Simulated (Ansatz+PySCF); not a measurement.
Results of a calculation; reference values are marked as such.
**n-butane → isobutane**

n-butane (charge 0, multiplicity 1):
```json
{"atom": "C", "x (Å)": "0.0000", "y (Å)": "-0.4221", "z (Å)": "-1.9088"}
{"atom": "C", "x (Å)": "0.0000", "y (Å)": "0.4150", "z (Å)": "-0.6391"}
{"atom": "C", "x (Å)": "0.0000", "y (Å)": "-0.4150", "z (Å)": "0.6391"}
{"atom": "C", "x (Å)": "0.0000", "y (Å)": "0.4221", "z (Å)": "1.9088"}
{"atom": "H", "x (Å)": "0.0000", "y (Å)": "0.2073", "z (Å)": "-2.8119"}
{"atom": "H", "x (Å)": "0.8875", "y (Å)": "-1.0738", "z (Å)": "-1.9587"}
{"atom": "H", "x (Å)": "-0.8875", "y (Å)": "-1.0738", "z (Å)": "-1.9587"}
{"atom": "H", "x (Å)": "-0.8798", "y (Å)": "1.0835", "z (Å)": "-0.6354"}
{"atom": "H", "x (Å)": "0.8798", "y (Å)": "1.0835", "z (Å)": "-0.6354"}
{"atom": "H", "x (Å)": "0.8798", "y (Å)": "-1.0835", "z (Å)": "0.6354"}
{"atom": "H", "x (Å)": "-0.8798", "y (Å)": "-1.0835", "z (Å)": "0.6354"}
{"atom": "H", "x (Å)": "0.0000", "y (Å)": "-0.2073", "z (Å)": "2.8119"}
{"atom": "H", "x (Å)": "0.8875", "y (Å)": "1.0738", "z (Å)": "1.9587"}
{"atom": "H", "x (Å)": "-0.8875", "y (Å)": "1.0738", "z (Å)": "1.9587"}
```

isobutane (charge 0, multiplicity 1):
```tsv
atom	x (Å)	y (Å)	z (Å)
H	0.0000	0.0000	1.4738
C	0.0000	0.0000	0.3677
C	1.4538	0.0000	-0.0944
C	-0.7269	1.2590	-0.0944
C	-0.7269	-1.2590	-0.0944
H	1.5159	0.0000	-1.1960
H	1.9929	0.8896	0.2680
H	1.9929	-0.8896	0.2680
H	-0.7580	1.3128	-1.1960
H	-1.7669	1.2811	0.2680
H	-0.2260	2.1707	0.2680
H	-0.7580	-1.3128	-1.1960
H	-0.2260	-2.1707	0.2680
H	-1.7669	-1.2811	0.2680
```

Shapes relaxed with PBE0/def2-SVP. Single points in def2-SVP with Ansatz (development build ahead of 0.2.0), no zero-point energy. Correlated methods freeze no orbital on H to Be, one on B to Mg, five on Al to Zn, nine on Ga to Sr.

```tsv
method	reaction energy
HF (restricted)	-1.2 kJ/mol
PBE (restricted)	-2.5 kJ/mol
PBE0 (restricted)	-2.6 kJ/mol
r2SCAN (restricted)	-4.7 kJ/mol
wB97X (restricted)	-3.7 kJ/mol
```

Question: What does MP2 (restricted) give?

Answer: -7.2 kJ/mol.
